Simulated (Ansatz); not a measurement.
We consider zinc-blende HgTe, described by PBE in Ansatz (PAW).

Run with plane-wave cutoff 520 eV, 20×20×20 k mesh, Fermi–Dirac smearing 0.05 eV, perturbation theory, scalar-relativistic PAW data made under PBE.

Cell (relaxed at this level):

```
CELL_PARAMETERS angstrom
      0.00000     3.32510     3.32510
      3.32510     0.00000     3.32510
      3.32510     3.32510     0.00000
ATOMIC_POSITIONS crystal
  Hg 0.00000 0.00000 0.00000
  Te 0.75000 0.75000 0.75000
```

Estimate the zone-centre TO phonon frequency that the calculation returns.


- zone-centre TO phonon frequency: 96 cm⁻¹

Measured, for comparison: zone-centre TO phonon frequency 116 cm⁻¹ (temperature not stated, not corrected to a static lattice, Raman; as tabulated in Cardona et al. (2009), arXiv:0908.2634). Computed (rounded) less measured: zone-centre TO phonon frequency -17 %.

Note: the solid has no gap at this level, which affects its response.

Spin–orbit coupling is not included; it can shift volumes and moduli of such heavy elements.

Ansatz is an electronic-structure program.
